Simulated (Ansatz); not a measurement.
Predict the output of the script below (Ansatz's Python interface).

`hs.xyz`
```text
2

S     0.57066   -0.18654    0.29345
H    -0.57066    0.18654   -0.29345
```

The script, `x2c.py`:
```python
"""Scalar relativity in HS(-)."""

import ansatz
import numpy as np


def main() -> None:
    molecule = ansatz.Crystal.molecule_from_extxyz("hs.xyz")

    model = molecule.calculation().functional("b3lyp").charge(-1).forces()
    # a set contracted for a scalar-relativistic Hamiltonian goes with the relativistic run
    sets = {"none": "cc-pVTZ", "scalar": "cc-pVTZ-DK"}
    found = {kind: model.basis(gaussian=basis).pseudopotentials(relativity=kind).run().report for kind, basis in sets.items()}
    for kind, each in found.items():
        dipole = 4.803205 * np.linalg.norm(each["charge_distribution"]["dipole_moment_e_ang"])
        print(f"{kind:7s} E = {each['free_energy_ev']:.4f} eV  dipole {dipole:.3f} D  largest force component {np.abs(each['forces_ev_ang']).max():.4f} eV/A")
    print(f"relativity lowers the total energy by {found['none']['free_energy_ev'] - found['scalar']['free_energy_ev']:.3f} eV")


if __name__ == "__main__":
    main()
```

Running `python x2c.py` prints:
```text
none    E = -10853.3343 eV  dipole 0.629 D  largest force component 0.3357 eV/A
scalar  E = -10882.9855 eV  dipole 0.611 D  largest force component 0.3408 eV/A
relativity lowers the total energy by 29.651 eV
```

Notes:
- Total energies depend on the basis set; only differences at equal settings carry meaning.
- The geometry is a force-field or estimated start, not a minimum of this method. The basis set changes with the Hamiltonian (a set recontracted for scalar relativity), and most of the change in the total lies in the cores.
- An ion's dipole depends on the origin; the program takes it about the centre of nuclear charge.
- b3lyp holds the VWN-RPA fit, as in Gaussian; the form of ORCA and Turbomole is b3lyp5.
- Anions want diffuse functions, which this basis lacks.
- The whole script took 1.4 s on 1 thread of Arm Neoverse V1 (shared host), peak memory 0.16 GiB.
